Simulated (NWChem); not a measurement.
ammonia (NH3); SMILES N

```xyz
4

N      0.0000     0.0000     0.1389
H      0.6618     0.6618    -0.2664
H      0.2422    -0.9040    -0.2664
H     -0.9040     0.2422    -0.2664
```
Atoms are numbered in this order, from 1.

The geometry was optimised at PBE0/def2-SVP.

 Unshifted, non-relativistic core excitations; the lowest 4 roots alone, so stronger bands may lie above.

Problem. List the first N K-edge excitations from PBE/6-311G** (spherical d), restricted-window TDA (NWChem).

Solution. 
```tsv
state	energy (eV)	dipole oscillator strength	leading excitation (squared amplitude)
S1	380.4	0.0046	1s of atom 1 or its equivalents → LUMO (1.00)
S2	382.4	0.0217	1s of atom 1 or its equivalents → LUMO+1 (1.00)
S3	382.4	0.0217	1s of atom 1 or its equivalents → LUMO+2 (1.00)
S4	388.0	0.0047	1s of atom 1 or its equivalents → LUMO+3 (1.00)
```
